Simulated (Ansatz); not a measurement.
Isolated molecules relaxed with PBE0-D4/def2-TZVP in Ansatz; ΔE leaves out vibrations. CBS: def2 TZ/QZ extrapolation, frozen cores. Functionals use def2-TZVPP.

Consider the isomerisation: `C=C=C` → `C1=CC1`.

`C=C=C`:

Cartesian coordinates in Å:
```
C -0.741 -0.705 0.802
C 0.000 0.000 0.000
C 0.741 0.705 -0.802
H -1.587 -0.263 1.317
H -0.534 -1.755 0.978
H 1.613 1.237 -0.437
H 0.508 0.781 -1.859
```

`C1=CC1`:

Cartesian coordinates in Å:
```
C -0.152 -0.362 -0.784
C 0.261 0.769 -0.330
C -0.070 -0.259 0.708
H -0.400 -0.995 -1.619
H 0.609 1.772 -0.508
H -0.985 -0.160 1.293
H 0.736 -0.766 1.240
```

CCSD(T)/CBS gives +91.5 kJ/mol.

Problem. Another level gave +96.8 kJ/mol. Which?
A. SCS-MP2/def2-TZVPP
B. B97M-V/def2-TZVPP
C. ωB97M-V/def2-TZVPP
D. BLYP/def2-TZVPP

Solution. B. B97M-V 96.8, SCS-MP2/def2-TZVPP 86.0, ωB97M-V 92.0, BLYP 115.6 kJ/mol.

Largest T1 diagnostic among the species: 0.012.

At CCSD(T), def2-SVP lies −7.2 kJ/mol from the extrapolated value and def2-TZVPP +1.7 kJ/mol. From PBE to PBE0 (25 % exact exchange), in def2-TZVPP and without D4, ΔE moves by −7.1 kJ/mol.
